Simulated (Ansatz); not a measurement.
Bulk modulus of 1T (CdI2-type) HfS2 at several levels of theory

No measured value is used here.

```tsv
level (code)	value (GPa)	cell (Å³/atom)
LDA (Ansatz)	32.9	20.72
PBE+SOC (Ansatz)	2.23	26.22
PBEsol+SOC (Ansatz)	…	22.11
RPBE (Ansatz)	1.64	30.20
PBE-D3(BJ) (Ansatz)	32.0	21.64
PBEsol-D3(BJ) (Ansatz)	…	20.26
rVV10 (Ansatz)	32.8	22.72
```

### Question
Fill in the missing entries.

### Answer

- PBEsol+SOC (Ansatz, a program for electronic structure), value (GPa): 15.3
- PBEsol-D3(BJ) (Ansatz), value (GPa): 43.5

Density-functional levels without +SOC have no spin–orbit coupling. LDA: LDA has no dispersion term either, though it tends to give short spacings of layers, chains or molecules. PBE+SOC, RPBE: for a layered or molecular solid the relaxed cell lies over 5 % above the published volume, where the minimum can be shallow. PBE+SOC, PBEsol+SOC, RPBE: the cell comes from a level without a dispersion term, which matters for the spacing of layers, chains or molecules. Each level is taken at its own relaxed cell. Ansatz's density-functional and Hartree–Fock values are scalar-relativistic unless marked +SOC, with PAW data made under PBE.
